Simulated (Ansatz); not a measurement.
## Low-lying states of CH2

Computed with Ansatz's Gaussian-basis code (development build). State-averaged CASSCF with equal weights; occupations are averaged over the states; levels count from the state that is lowest in CASSCF. Solutions may break the symmetry of the shape. The lowest solution met needn't be the lowest there is, nor hold the orbitals that a chemist would pick.

Geometry:

| atom | x (Å) | y (Å) | z (Å) |
| --- | --- | --- | --- |
| C | 0.0000 | 0.0000 | -0.1059 |
| H | 0.0000 | 1.0040 | 0.3178 |
| H | 0.0000 | -1.0040 | 0.3178 |

Basis cc-pVDZ, nonrelativistic, 1 orbital frozen in the corrections; active space CAS(6,6). Averaged: 2 triplets.

(1) Give the levels in order.

Geometry:

```xyz
3

C     0.0000    0.0000   -0.1796
H     0.0000    0.8619    0.5389
H     0.0000   -0.8619    0.5389
```

Basis cc-pVDZ, nonrelativistic, 1 orbital frozen in the corrections; active space CAS(6,6). Averaged: 2 singlets.

(2) Give the levels in order.

Results:

(1) 

```csv
state,CASSCF (eV),SC-NEVPT2 (eV)
triplet,0.000,0.000
triplet,7.357,7.380
```

Occupations: 1.98, 1.97, 1.00, 0.53, 0.50, 0.02.

(2) 

```json
{"state": "singlet", "CASSCF (eV)": "0.000", "SC-NEVPT2 (eV)": "0.000"}
{"state": "singlet", "CASSCF (eV)": "1.771", "SC-NEVPT2 (eV)": "1.828"}
```

Occupations: 1.98, 1.97, 1.48, 0.53, 0.03, 0.02.
